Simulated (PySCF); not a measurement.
**FH5SSi, a complex of two parts: interaction energy**

What interaction energy should one expect for `F[SiH3]` with `S`?

Programs: PySCF 2.14.0. All values are calculated, for the isolated system unless a continuum is named. Atoms count from 0, parts from 1.

## 1. Starting point

8 atoms, charge 0, multiplicity 1; geometry: GFN2-xTB. Parts: 1 = atoms 0–4, `F[SiH3]`, charge 0; 2 = atoms 5–7, `S`, charge 0.

## 2. Optimising the geometry at PBE0-D3(BJ)/def2-SVPD

The job: settings as JSON, then the geometry in Å.

```
{"job": {"xc": "PBE0", "basis": "def2-SVPD", "d3": "d3bj", "grid": 2, "kind": "geom"}, "charge": 0, "multiplicity": 1, "parts": [{"atoms": "0-4", "charge": 0, "multiplicity": 1}, {"atoms": "5-7", "charge": 0, "multiplicity": 1}]}
Si    -0.162910     0.032214     0.190240
F      0.880974    -0.545298    -0.896903
H      0.666254     0.416035     1.319718
H     -0.817444     1.147064    -0.473471
H     -1.046183    -1.090417     0.462272
S      2.201341    -3.047166     1.323398
H      2.189183    -2.214825     0.293388
H      1.540027    -3.979454     0.649516
```

On the command line:

```
> OMP_NUM_THREADS=1 python cluster_run.py task.json out
```

One launch serves the whole session: the jobs run in the order shown.

**Question.** The jobs that follow are: CCSD(T)/aug-cc-pVDZ and MP2/aug-cc-pVTZ counterpoise interaction energy, frozen core, gas phase. Predict: point group; rotational constants (main isotopes); interaction energy, CCSD(T) limit estimate; MP2/aug-cc-pVTZ; T1 diagnostic.

As calculated:

```
                                  quantity                  value
                               point group                     C1
      rotational constants (main isotopes)  13.36, 1.94, 1.75 GHz
interaction energy, CCSD(T) limit estimate         -2.15 kcal/mol
                           MP2/aug-cc-pVTZ         -2.02 kcal/mol
                             T1 diagnostic                 0.0119
```

**Reading.** The optimisation took 14 steps and gained 0.113 eV; among the close pairs (by a distance rule), Si0–H3 changed most, from 1.453 to 1.489 Å. No frequency check was run at this level, so the end point may be a saddle. The estimate adds CCSD(T) less MP2 in the small basis (+0.07 kcal/mol) to extrapolated MP2. Hartree-Fock gives 0.20 against -2.15 kcal/mol, so correlation carries all of the binding.
